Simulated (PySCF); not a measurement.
From computed data to an observable: entropy of an ideal gas

Na2, SMILES [Na][Na].

Coordinates come from a B3LYP-D3(BJ)/def2-TZVPD optimisation.

B3LYP-D3(BJ)/def2-TZVPD run with PySCF gives the harmonic wavenumbers 159 cm⁻¹ and the rotational temperature 0.2262 K. The molar mass is 45.98 g/mol, the symmetry number 2, the spin multiplicity 1.

Task: Work out the entropy at 298.15 K and 1 atm in the rigid-rotor, harmonic-oscillator model.

Result: 
Translation (Sackur–Tetrode at 1 atm): S = R[1.5 ln M + 2.5 ln T − 1.16487] = 156.5 J/(mol K).
Rotation: q = T/(σ θ) = 659, S = R[ln q + 1] = 62.3 J/(mol K).
Vibration: with u = 1.4388 ν/T, each mode gives R[u/(e^u − 1) − ln(1 − e^−u)]:
```tsv
ν (cm⁻¹)	modes	u	S (J/(mol K))
159	1	0.77	10.72
```
These are all the modes. Sum 10.7 J/(mol K).
Spin: R ln 1 = 0.0 J/(mol K).
Total 229.5 J/(mol K); the program's own thermochemistry gives 229.5. Translation makes up 68 % and vibration 5 %. Anharmonicity, hindered rotation and orbital degeneracy are left out.
